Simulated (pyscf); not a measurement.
Single points on ωB97X-D3(BJ)/def2-SVP structures (PySCF, gas phase).

Task: Estimate the classical barrier height and the reaction energy of H₂N–Si(NH₂)(NH₂)–F + hydrogen (H₂) -> H₂N–SiH(NH₂)–NH₂ + hydrogen fluoride (HF) at ωB97M-D3(BJ)/def2-TZVP. The step runs on the singlet surface, breaks F–Si, H–H and forms H–Si, F–H; take the separated reactants as zero.

Result: ΔE‡ = 54.5 kcal/mol, ΔE = +36.0 kcal/mol. Zero-point energy shifts the barrier by +3.8 kcal/mol. It is a four-centre exchange, with an imaginary mode of 917i cm⁻¹. On the product side the descent ends in a complex, 4.8 kcal/mol under the separated species and 23.8 kcal/mol under the saddle at ωB97X-D3(BJ)/def2-TZVP. This is the saddle that the search found; another between the same sides may lie lower.
